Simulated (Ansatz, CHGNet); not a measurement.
For rock-salt NaCl, the machine-learned potential CHGNet-r²SCAN (trained on r²SCAN data) gives:

```
Quantity                            Value
-------------------------------  --------
lattice constant a                5.587 Å
zone-centre TO phonon frequency  167 cm⁻¹
elastic constant C11             41.1 GPa
elastic constant C44              4.6 GPa
Voigt–Reuss–Hill shear modulus    7.5 GPa
```

Q: What does r²SCAN in Ansatz (plane waves, PAW) give for the same quantities?

A: 
- lattice constant a: 5.608 Å (grows by 0.4 %)
- zone-centre TO phonon frequency: 174 cm⁻¹ (rises by 4.2 %)
- elastic constant C11: 59.3 GPa (increases by 44 %)
- elastic constant C44: 13.7 GPa (increases by 200 %)
- Voigt–Reuss–Hill shear modulus: 17.1 GPa (grows by 130 %)

For comparison: lattice constant a 5.569 Å (measured, static lattice: zero-point anharmonic expansion removed; as tabulated in Mejia-Rodriguez and Trickey (2018), arXiv:1807.09216); zone-centre TO phonon frequency 172 cm⁻¹ (measured, temperature not stated, no zero-point or thermal correction, sources range from 164 to 178; as tabulated in arXiv:2311.05107); elastic constant C11 57.3 GPa (measured, 4 K, no zero-point or thermal correction; as tabulated in X. Wang et al., RSC Advances (2016)); elastic constant C44 13.3 GPa (measured, 4 K, not corrected to a static lattice; as tabulated in X. Wang et al., RSC Advances (2016)).

Changes are worked out from the printed values.

Unless a cell is named, each level is at its own relaxed cell (CHGNet-r²SCAN 21.80, r²SCAN 22.04 Å³/atom).

Ansatz's density-functional and Hartree–Fock values are scalar-relativistic unless marked +SOC, with PAW data made under PBE.

Ansatz is a program for electronic structure.
